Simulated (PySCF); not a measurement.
Molecule: `InChI=1S/C4H6N2/c1-6-4-2-3-5-6/h2-4H,1H3`.

Structure with atom numbers: `[CH3:1][n:2]1[cH:3][cH:4][cH:5][n:6]1` (H(Xn): hydrogen on atom n).

Geometry PBE0-D3(BJ)/def2-SVP throughout; GIAO in PySCF 2.14.0 with density-fitted response routines, gas phase, one conformer, non-relativistic; equivalent atoms averaged; basis pcSseg-2.

(1) How do the shifts δ (against TMS, NH3 at the same level) depend on the functional? (a selection of nuclei; ppm; last column core-seconds on shared hosts with different chips, so compare them loosely)

(2) Which nucleus among those listed moves most, in ppm?

Answers

(1) 
```tsv
functional	kind	C5	C3	C4	C1	N6	N2	H(C5)	H(C3)	H(C1)	core-s
HF	Hartree–Fock	153.1	143.4	109.1	38.1	361.6	218.7	7.89	7.63	3.73	16
LDA	LDA	149.5	136.6	117.0	40.9	354.9	239.9	7.47	7.19	3.81	31
PBE	GGA	144.5	131.8	111.9	41.1	342.4	230.4	7.46	7.17	3.78	76
BLYP	GGA	145.2	132.0	111.7	41.3	347.1	233.5	7.42	7.13	3.80	42
BP86	GGA	144.4	131.9	111.7	41.2	340.4	229.0	7.45	7.16	3.78	38
OPBE	GGA	139.6	127.8	108.1	40.6	326.6	219.1	7.50	7.21	3.75	43
KT2	GGA	136.8	125.1	103.6	40.3	326.2	220.0	7.44	7.16	3.80	52
KT3	GGA	135.7	123.9	102.7	40.3	322.7	216.8	7.45	7.16	3.77	52
B97-D	GGA	141.4	129.1	108.2	41.0	332.2	223.6	7.45	7.15	3.77	52
B3LYP	global hybrid	148.5	136.1	112.9	40.8	352.0	232.1	7.55	7.23	3.77	37
PBE0	global hybrid	148.1	136.4	113.0	40.5	347.9	228.3	7.61	7.28	3.75	37
mPW1PW91	global hybrid	148.5	136.8	113.2	40.6	348.4	228.3	7.60	7.28	3.74	38
WP04	global hybrid	149.8	138.0	114.3	41.9	346.3	225.2	7.42	7.10	3.64	60
B97-2	global hybrid	145.2	133.6	110.8	40.6	340.3	223.7	7.56	7.26	3.75	56
BHandHLYP	global hybrid	151.4	140.1	113.3	39.8	358.8	229.1	7.68	7.40	3.77	55
CAM-B3LYP	range-separated hybrid	151.7	140.1	115.5	40.4	356.7	232.3	7.60	7.32	3.77	76
wB97X-D	range-separated hybrid	150.0	138.8	114.6	40.9	349.9	227.9	7.62	7.32	3.73	74
LC-wPBE	range-separated hybrid	154.7	144.2	118.4	40.7	350.5	225.3	7.64	7.36	3.68	97
```

(2) N6 (pyridine-type nitrogen of an azole): from 322.7 ppm with KT3 to 361.6 ppm with HF. The smallest spread is 0.17 ppm, at H(C1). Proton shifts span only some 12 ppm, so a few tenths of a ppm matter as much there as several ppm in carbon.
